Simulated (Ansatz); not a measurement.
# BHF2 (SMILES FBF): methods side by side

BHF2: 4 atoms, total charge 0, spin state singlet. As SMILES, `FBF`. The coordinates come from a PBE0-D4/def2-TZVP relaxation.

```xyz
4

F     1.1543    0.4569   -0.3619
B    -0.0019   -0.0310    0.0252
F    -1.0954    0.5287   -0.4389
H    -0.0570   -0.9546    0.7756
```

Quantity: the energy change with the B2–F3 bond stretched from 1.313 to 3.283 Å, in eV. The values are calculated.

| level | kind | program | value (eV) | less FCI/STO-3G | CPU time (all runs) |
| --- | --- | --- | --- | --- | --- |
| HF/STO-3G (restricted) | Hartree–Fock | Ansatz | 12.70 | +6.36 | 0.15 s |
| BLYP/STO-3G (restricted) | GGA | Ansatz | 8.79 | +2.45 | 1.3 s |
| r2SCAN/STO-3G (restricted) | meta-GGA | Ansatz | 9.34 | +3.00 | 2.6 s |
| r2SCAN0/STO-3G (restricted) | hybrid meta-GGA | Ansatz | 10.28 | +3.94 | 2.6 s |
| CAM-B3LYP/STO-3G (restricted) | range-separated hybrid | Ansatz | 10.54 | +4.20 | 1.4 s |
| MP2/STO-3G (restricted) | perturbation theory | Ansatz | 7.65 | +1.31 | 0.2 s |
| CCSD/STO-3G (restricted) | coupled cluster or CI | Ansatz | 6.52 | +0.18 | 0.29 s |
| CCSDT/STO-3G (restricted) | coupled cluster or CI | Ansatz | 6.37 | +0.03 | 0.63 s |
| FCI/STO-3G | exact in the basis | Ansatz | 6.34 | 0.00 | 5.9 s |

FCI/STO-3G is exact within its basis and frozen core, so for wave-function methods in that basis the difference is their error; functionals converge differently with the basis, so for them it is only a difference. A spin-restricted reference rises too steeply as a bond breaks; here HF/STO-3G, BLYP/STO-3G, r2SCAN/STO-3G, r2SCAN0/STO-3G, CAM-B3LYP/STO-3G, MP2/STO-3G lie well above the multireference or unrestricted value. The first shape isn't each level's own minimum. The values span 6.34 to 12.70 eV. All rows use very small basis sets, so none should be taken for the real molecule's value. Times are those of the runs behind each value, whatever else they computed, on shared processors of several kinds: orders of magnitude only.
